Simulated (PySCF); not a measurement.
Rock-salt NaCl: correlation energy from several methods in one and the same small orbital space (PySCF; 2 atoms at the zone centre, 8 electrons in 21 orbitals, empty ones MP2 natural orbitals of a TZ basis, lattice constant set to 5.4709 Å). Its volume lies 9 % below that of the crystal's usual cell. It tests the methods against each other and lies far from the crystal's limit.

Full CI gives -2.7270 eV per atom.

### Question
What share of it do MP2, CCSD, CCSD(T), CCSDT, CCSDT(Q) recover?

### Answer
MP2 82.1 %; CCSD 97.5 %; CCSD(T) 99.6 %; CCSDT 99.9 %; CCSDT(Q) 100.0 %.

```csv
method,E_corr (eV per atom),share of full CI (%),error (meV)
MP2,-2.2382,82.1,489
CCSD,-2.6589,97.5,68
CCSD(T),-2.7162,99.6,11
CCSDT,-2.7236,99.9,3
CCSDT(Q),-2.7265,100.0,0
full CI,-2.7270,100.0,0
```

The Hartree–Fock determinant has a weight of 0.92 in the full CI state.

MP2, (T) and (Q) use filled levels shifted down by the Madelung term, which in so small a cell is a large part of the gap, so these rows hang on it.
